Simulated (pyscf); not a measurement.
PySCF, gas phase, ωB97X-D3(BJ)/def2-SVP geometries. MP2 and CC: frozen core, UHF for open shells. ΔMP2 is the change of the MP2 total energy from the triple- to the quadruple-zeta basis.

Q: H₂B–CH₃ (SMILES BC) → BH (SMILES [BH]) [singlet] + CH₄ (SMILES C)
Surface: singlet. Broken: B–C, B–H. Formed: C–H. Give ΔE‡ and ΔE from CCSD(T)/def2-TZVPP + ΔMP2(QZVPP), relative to the reactant's lowest minimum found.

A: ΔE‡ = 104.1 kcal/mol, ΔE = +81.2 kcal/mol. Zero-point energy shifts the barrier by -2.6 kcal/mol. It is a 1,1-elimination, with an imaginary mode of 828i cm⁻¹. This is the saddle that the search found; another between the same sides may lie lower. The CCSD(T) − MP2 part came from Ansatz, without density fitting, on the same reference.
